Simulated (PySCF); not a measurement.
Structure elucidation problem

Molecular formula: C$_{6}$H$_{8}$. Simulated spectra:

¹H NMR (500 MHz, computed): δ 2.94 (ttd, J = 4.1, 2.9, 1.1 Hz, 1H), 2.71 (m, 2H), 2.39 (quint of d, J = 4.9, 1.1 Hz, 1H), 1.84 (dd, J = 7.9, 2.9 Hz, 2H), 1.66 (m, 2H).

¹³C{¹H} NMR (computed): δ 45.5 (CH), 39.7 (CH2), 38.0 (CH), 20.3 (CH).

Computed data (PySCF): GIAO KT3/pcSseg-2 shieldings, geometry from PBE0-D3(BJ)/def2-SVP, J couplings at B3LYP/pcJ-1 (without the spin–dipole term). Isolated molecule, a single conformation, averaged over atoms made equivalent by symmetry, fast rotation or ring inversion, non-relativistic.

Chemical shifts δ = σref − σ; ¹H and ¹³C vs TMS, all at this level.

Question: Propose a structure and justify it.

Answer: 
1. The formula gives 3 degrees of unsaturation (3 rings in the answer).
2. 4 carbon signals for 6 carbons: some carbons are equivalent by symmetry or fast rotation.
3. Carbon types of the structure: 4 × CH, 2 × CH2, which accounts for all hydrogens.
4. δC 45.5: sp3 CH in a ring; aliphatic region, no heteroatom directly attached.
5. δC 39.7: sp3 CH2 in a ring; saturated and bonded to C and H only.
6. δC 38.0, 20.3: three-membered-ring carbon.
7. δH 2.94, 1.66: hydrogen on a three-membered-ring carbon.
8. δH 2.71, 1.84: hydrogen on an sp3 CH2 in a ring.
9. δH 2.39: hydrogen on an sp3 CH in a ring.

The compound is SMILES C1[C@H]2C[C@H]3[C@@H]1[C@@H]23.

The data come from this structure; uniqueness wasn't tested.

Splittings below 1 Hz are ignored in the labels, and close J values are merged. Couplings among chemically equivalent protons are left out too, so labels in AA′BB′ or AA′XX′ sets are apparent multiplicities. Unscaled 3J(H,H) at this level run about 10 % above measured values. Shifts are as computed, not scaled to solution data. Of 1211 compounds with measured shifts, 218 miss one by over three times the rms of a fit or turn the order of signals round; such compounds aren't used in these exercises.
